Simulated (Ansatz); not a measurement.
For rutile MnO₂, PBE (Ansatz, an electronic-structure program, plane waves, PAW) gives:

```
Item                                                         Value
---------------------------------------------------------  -------
band gap at the measured cell (atoms relaxed with PBEsol)  0.00 eV
magnetic moment                                            2.23 μB
```

Task: What does PBE0 (PAW; Ansatz) give for the same quantities?

Result: 
- band gap at the measured cell (atoms relaxed with PBEsol): 2.46 eV (grows by 2.46 eV)
- magnetic moment: 2.52 μB (rises by 0.29 μB)

For comparison: band gap 0.3 eV (measured, temperature not stated, no zero-point or thermal correction, experimental column, as cited; method not stated; as tabulated in Kuklin et al. (2022), doi:10.3390/molecules27030874).

Changes are worked out from the printed values.

Unless a cell is named, each level is at its own relaxed cell.

A gap of zero means that the bands touch or overlap. Density-functional gaps are differences of (generalised) Kohn–Sham levels.

Spin-polarised runs: PBE (opposed moments), PBE0 (opposed moments).

Ansatz's density-functional and Hartree–Fock values are scalar-relativistic unless marked +SOC, with PAW data made under PBE.
